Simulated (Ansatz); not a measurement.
Reaction (ligand exchange at the Si–F bond): `B[SiH2]F` + NH₃ → `B[SiH2]N` + H–F

Computed with Ansatz on PBE0-D4/def2-TZVP structures; ΔE is electronic, products minus reactants. CCSD(T)/CBS adds triple-zeta CCSD(T) − MP2 to the extrapolated MP2 energy (def2 sets, frozen cores). This one scheme is used for every species. Functionals use def2-TZVPP. One conformer a species, not always the lowest.

`B[SiH2]F`:

Z-matrix (Å, degrees):
```
Si
F 1 1.607
B 1 2.000 2 113.6
H 1 1.490 2 107.3 3 -121.7
H 1 1.490 2 107.3 3 121.8
H 3 1.197 1 118.1 2 179.8
H 3 1.194 1 124.1 2 -0.2
```

NH₃:

Z-matrix (Å, degrees):
```
N
H 1 1.013
H 1 1.013 2 107.1
H 1 1.013 2 107.1 3 -114.5
```

`B[SiH2]N`:

Cartesian coordinates in Å:
```
B 1.224 -0.240 -1.066
Si -0.462 -0.419 0.000
N -0.754 0.973 0.974
H 2.084 0.546 -0.792
H 1.434 -0.977 -1.986
H -0.284 -1.711 0.754
H -1.663 -0.627 -0.856
H -1.597 1.046 1.520
H 0.019 1.409 1.452
```

H–F:

Z-matrix (Å, degrees):
```
F
H 1 0.920
```

(1) Is it downhill or uphill in electronic energy at CCSD(T)/CBS, and by how much? (Estimate.)

(2) What do these levels give: r2SCANh-D4, ωB97M-V, PBE0, r2SCANh, MP2/def2-SVP, MP2/CBS(def2)? (Best estimate.)

Largest T1 diagnostic among the species: 0.012.

Answers

(1) The calculation gave: Uphill: ΔE = +20.2 kcal/mol.

(2) Computed: r2SCANh-D4 21.0, ωB97M-V 20.8, PBE0 20.0, r2SCANh 21.2, MP2/def2-SVP 19.8, MP2/CBS(def2) 19.7 kcal/mol.

Leaving LDA and LC-ωPBE aside and taking each functional with its dispersion term where it has one, the values, not all of them listed here, spread over 3.6 kcal/mol, from revPBE-D4 to B97M-V. LDA lies −1.9 kcal/mol from PBE without D4. The D4 term adds −1.3 kcal/mol with B3LYP and −0.7 kcal/mol with PBE0; it sums over pairs of atoms, weighted by their polarisabilities, and B3LYP, whose exchange is more repulsive, gets the larger term.

B3LYP here is the variant with VWN-RPA as its local correlation; programs differ in this.
